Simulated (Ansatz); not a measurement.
C$_{2}$H$_{5}$Al, SMILES `C=[CH][AlH2]`, relaxed with RKS PBE0-D4/def2-TZVP in the Gaussian-basis code of Ansatz from a PBE-D4/def2-SVP geometry. The force threshold is 0.005 eV/Å; the program also tests the step.

Total charge 0; spin multiplicity 1.

Start:

```xyz
8

C     0.286   -0.579    1.239
C     0.312   -0.620   -0.115
Al   -0.430    0.864   -1.148
H    -0.150    0.278    1.786
H     0.691   -1.388    1.877
H     0.768   -1.517   -0.577
H    -0.416    0.883   -2.750
H    -1.059    2.079   -0.311
```

| step | energy (eV) | largest force (eV/Å) | largest move (Å) |
| --- | --- | --- | --- |
| 1 | -8746.3013 | 0.569 | 0.000 |
| 2 | -8746.3312 | 0.144 | 0.029 |
| 3 | -8746.3325 | 0.084 | 0.012 |
| 4 (rejected) | -8746.3325 | 0.062 | 0.011 |
| 5 | -8746.3330 | 0.017 | 0.005 |
| 6 | -8746.3330 | 0.005 | 0.005 |

End:

```xyz
8

C     0.281   -0.574    1.224
C     0.313   -0.616   -0.112
Al   -0.425    0.857   -1.133
H    -0.150    0.270    1.760
H     0.680   -1.370    1.852
H     0.763   -1.499   -0.565
H    -0.417    0.869   -2.721
H    -1.045    2.062   -0.305
```

Run time 22 s (2 threads of a server CPU on a shared host); peak host memory 0.22 GiB.
